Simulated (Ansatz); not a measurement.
# SiH3OF (SMILES O[SiH2]F) at 6 levels

We compute a comparison of 6 runs (HF/3-21G, HSE06/aug-cc-pVDZ, r2SCAN/aug-cc-pVDZ, r2SCAN0/aug-cc-pVDZ, wB97X/aug-cc-pVDZ, CCSD/aug-cc-pVDZ) of SiH3OF. 

The calculation is run with Ansatz 0.2.0.

72 further runs of the same task are left out: 72 set aside as unsound or not needed.

## Step 1: The structure to begin with

SiH3OF: 6 atoms, total charge 0, spin state singlet. As SMILES, `O[SiH2]F`. One bond was lengthened or shortened from a relaxed shape.

Bond lengths: O1–Si2 1.874 Å, Si2–F3 1.596 Å, O1–H4 0.958 Å, Si2–H5 1.474 Å, Si2–H6 1.482 Å. Angles: O1–Si2–F3 111.0°, O1–Si2–H5 106.4°, O1–Si2–H6 111.7°, F3–Si2–H5 108.2°, F3–Si2–H6 106.0°, Si2–O1–H4 119.1°, H5–Si2–H6 113.7°.

## Step 2: A single-point energy at HF/3-21G (run 1)

run.yaml

```yaml
crystal:
  periodic: [false, false, false]
  atoms:
    - {symbol: O, position_ang: [-1.038240, -0.239180, -1.081274]}
    - {symbol: Si, position_ang: [0.378300, -0.009300, 0.123900]}
    - {symbol: F, position_ang: [0.180800, -0.922800, 1.417800]}
    - {symbol: H, position_ang: [-1.898940, 0.120220, -0.862774]}
    - {symbol: H, position_ang: [1.595600, -0.458500, -0.575800]}
    - {symbol: H, position_ang: [0.455100, 1.385600, 0.617600]}
basis:
  gaussian:
    orbitals: 3-21G.json
hamiltonian:
  xc: hf
accuracy: high
output: {orbitals: {seedname: orbitals}}
```

The basis set 3-21G is read from a file made from the Basis Set Exchange's data (not shown).

On the command line:

```
ansatz run run.yaml --threads 1 --pin off --max-ram 3480MiB --events-out events.jsonl --progress --plain --runs-dir runs
```

Output:

```text
Warning: RAYON_NUM_THREADS=1 ignored (pool sized by the plan → 1); use --threads N
Functional definition: HF
  name "HF"
  exchange = exact_x
  correlation = 0
766 factors; integrals over basis functions are off by at most 5.5e-9 eV
mean field evaluation 1: about -12583.9783 eV, gradient 3.7e1 eV
mean field evaluation 2: about -12584.1742 eV, gradient 3.8e1 eV
mean field evaluation 4: about -12586.8382 eV, gradient 1.8e0 eV
mean field evaluation 8: about -12586.8675 eV, gradient 2.0e-1 eV
mean field evaluation 16: about -12586.8678 eV, gradient 4.9e-8 eV
mean field -12586.86779658 eV, -462.5588598388 hartree, gradient 4.9e-8 eV, S^2 0.000000; 0 other end points of the search recorded, 0 dependent functions left out
reference -12586.86779658 eV, -462.5588598388 hartree; 17, 17 occupied and 20, 20 virtual orbitals, 766 factors
Total energy: -12586.86779658 eV, -462.5588598388 hartree
```

Run time: 0.31 s. Hardware: 1 thread of Arm Neoverse V1, shared host.

## Step 3: The energy at HSE06/aug-cc-pVDZ (run 2)

job.yaml

```yaml
crystal:
  periodic: [false, false, false]
  atoms:
    - {symbol: O, position_ang: [-1.038240, -0.239180, -1.081274]}
    - {symbol: Si, position_ang: [0.378300, -0.009300, 0.123900]}
    - {symbol: F, position_ang: [0.180800, -0.922800, 1.417800]}
    - {symbol: H, position_ang: [-1.898940, 0.120220, -0.862774]}
    - {symbol: H, position_ang: [1.595600, -0.458500, -0.575800]}
    - {symbol: H, position_ang: [0.455100, 1.385600, 0.617600]}
basis:
  gaussian:
    orbitals: aug-cc-pVDZ
hamiltonian:
  xc: hse06
accuracy: high
output:
  orbitals: {seedname: orbitals}
```

On the command line:

```
ansatz run job.yaml --threads 1 --pin off --max-ram 3480MiB --events-out events.jsonl --progress --plain --runs-dir runs
```

Output:

```text
Warning: RAYON_NUM_THREADS=1 ignored (pool sized by the plan → 1); use --threads N
Functional definition: HSE06
  name "HSE06"
  parameter a = 0.25
  parameter omega = 0.11/bohr
  exchange = pbe_x - a*pbe_x_sr(omega) + a*exact_x_sr(omega)
  correlation = pbe_c
2012 factors; integrals over basis functions are off by at most 3.6e-9 eV
130 factors; integrals over basis functions are off by at most 1.8e-9 eV
mean field evaluation 1: about -12678.7677 eV, gradient 5.8e1 eV
mean field evaluation 2: about -12657.0033 eV, gradient 1.2e2 eV
mean field evaluation 4: about -12684.3478 eV, gradient 8.6e0 eV
mean field evaluation 8: about -12684.5324 eV, gradient 2.0e-1 eV
mean field evaluation 16: about -12684.5324 eV, gradient 6.8e-6 eV
mean field -12684.53243507 eV, -466.1479691039 hartree, gradient 3.2e-8 eV, S^2 0.000000; 0 other end points of the search recorded, 0 dependent functions left out
reference -12684.53244317 eV, -466.1479694016 hartree; 17, 17 occupied and 83, 83 virtual orbitals, 2012 factors
Total energy: -12684.53244317 eV, -466.1479694016 hartree
```

Wall time 8.4 s (1 thread of Arm Neoverse V1, shared host); peak memory 0.32 GiB.

Runs 3 to 5 aren't shown in full; the table further down has their settings and results.

## Step 4: The energy at CCSD/aug-cc-pVDZ (run 6)

in.yaml

```yaml
crystal:
  periodic: [false, false, false]
  atoms:
    - {symbol: O, position_ang: [-1.038240, -0.239180, -1.081274]}
    - {symbol: Si, position_ang: [0.378300, -0.009300, 0.123900]}
    - {symbol: F, position_ang: [0.180800, -0.922800, 1.417800]}
    - {symbol: H, position_ang: [-1.898940, 0.120220, -0.862774]}
    - {symbol: H, position_ang: [1.595600, -0.458500, -0.575800]}
    - {symbol: H, position_ang: [0.455100, 1.385600, 0.617600]}
basis:
  gaussian:
    orbitals: aug-cc-pVDZ
correlation:
  method: ccsd
  frozen_orbitals: {F: 1, H: 0, O: 1, Si: 5}
accuracy: high
scf:
  omitted_lower_state_checks: [cluster_reference, increment]
```

On the command line:

```
ansatz run in.yaml --threads 1 --pin off --max-ram 3480MiB --events-out events.jsonl --progress --plain --runs-dir runs
```

Output:

```text
Warning: RAYON_NUM_THREADS=1 ignored (pool sized by the plan → 1); use --threads N
[... 4 set-up lines as earlier in the session ...]
these checks for a lower state are left out or cut short: cluster_reference, increment
2012 factors; integrals over basis functions are off by at most 3.6e-9 eV
mean field evaluation 1: about -12652.2269 eV, gradient 4.2e1 eV
mean field evaluation 2: about -12652.2492 eV, gradient 4.2e1 eV
mean field evaluation 4: about -12655.6329 eV, gradient 2.6e0 eV
mean field evaluation 8: about -12655.6582 eV, gradient 1.8e-4 eV
mean field -12655.65819989 eV, -465.0868605329 hartree, gradient 1.7e-8 eV, S^2 0.000000; 0 other end points of the search recorded, 0 dependent functions left out
7 core orbitals not correlated: weight in the atoms' cores, before any rotation towards them, 1.000 or more for the frozen orbitals, at most 0.000 for the correlated occupied ones
reference -12655.65819989 eV, -465.0868605329 hartree; 10, 10 occupied and 83, 83 virtual orbitals, 2012 factors
second order -14.15673319 eV of doubles, -0.00000000 eV of singles
cycle   1  -14.24428211 eV  change   -8.8e-2 eV  update   9.9e-2
cycle   2  -14.60769860 eV  change   -3.6e-1 eV  update   2.8e-2
cycle   3  -14.71202366 eV  change   -1.0e-1 eV  update   1.5e-2
cycle   4  -14.70513982 eV  change    6.9e-3 eV  update   3.1e-3
cycle   5  -14.70331468 eV  change    1.8e-3 eV  update   1.5e-3
cycle   6  -14.70421974 eV  change   -9.1e-4 eV  update   4.5e-4
cycle   7  -14.70416863 eV  change    5.1e-5 eV  update   1.8e-4
cycle   8  -14.70406050 eV  change    1.1e-4 eV  update   5.4e-5
cycle   9  -14.70406161 eV  change   -1.1e-6 eV  update   1.9e-5
cycle  10  -14.70407105 eV  change   -9.4e-6 eV  update   6.4e-6
cycle  11  -14.70406601 eV  change    5.0e-6 eV  update   2.4e-6
cycle  12  -14.70406803 eV  change   -2.0e-6 eV  update   1.0e-6
cycle  13  -14.70406835 eV  change   -3.2e-7 eV  update   3.6e-7
cycle  14  -14.70406846 eV  change   -1.2e-7 eV  update   1.7e-7
cycle  15  -14.70406860 eV  change   -1.3e-7 eV  update   7.3e-8
cycle  16  -14.70406862 eV  change   -1.8e-8 eV  update   3.6e-8
cycle  17  -14.70406863 eV  change   -1.0e-8 eV  update   2.4e-8
cycle  18  -14.70406847 eV  change    1.6e-7 eV  update   9.9e-8
cycle  19  -14.70406847 eV  change   -1.2e-9 eV  update   2.2e-8
cycle  20  -14.70406846 eV  change    1.0e-8 eV  update   6.8e-9
cycle  21  -14.70406846 eV  change    1.3e-9 eV  update   2.7e-9
cycle  22  -14.70406846 eV  change   2.7e-10 eV  update  8.7e-10
Total energy: -12670.36226835 eV, -465.6272250819 hartree
Checks for a lower state left out: cluster_reference, increment
```

It took 20 s on 1 thread of Arm Neoverse V1, shared host; peak memory 0.69 GiB.

## Step 5: Overview of the runs

| run | level | frozen core orbitals | energy (Eh) | HOMO energy (eV) | LUMO energy (eV) | HOMO–LUMO gap (eV) | wall time |
| --- | --- | --- | --- | --- | --- | --- | --- |
| 1 | HF/3-21G | – | -462.558860 | -12.77 | 4.61 | 17.38 | 0.31 s |
| 2 | HSE06/aug-cc-pVDZ | – | -466.147969 | -8.63 | -0.83 | 7.80 | 8.4 s |
| 3 | r2SCAN/aug-cc-pVDZ | – | -466.356197 | -7.71 | -0.74 | 6.96 | 14 s |
| 4 | r2SCAN0/aug-cc-pVDZ | – | -466.327496 | -9.31 | -0.15 | 9.16 | 14 s |
| 5 | wB97X/aug-cc-pVDZ | – | -466.415914 | -11.57 | 1.13 | 12.70 | 26 s |
| 6 | CCSD/aug-cc-pVDZ | 7 | -465.627225 | – | – | – | 20 s |

## Step 6: Results

| quantity | value |
| --- | --- |
| run 6: total energy | -465.62723 Eh |
| run 6: correlation energy (7 core orbitals frozen) | -540.4 mEh |
| run 6: T1 diagnostic | 0.015 |

Over runs 1, 2, 3, 4, 5 the HOMO–LUMO gap runs from 6.96 eV (r2SCAN/aug-cc-pVDZ) to 17.38 eV (HF/3-21G). The two ends differ in method and basis. Totals of different functionals can't be ranked against each other. All runs together took 82 s, the longest 26 s.
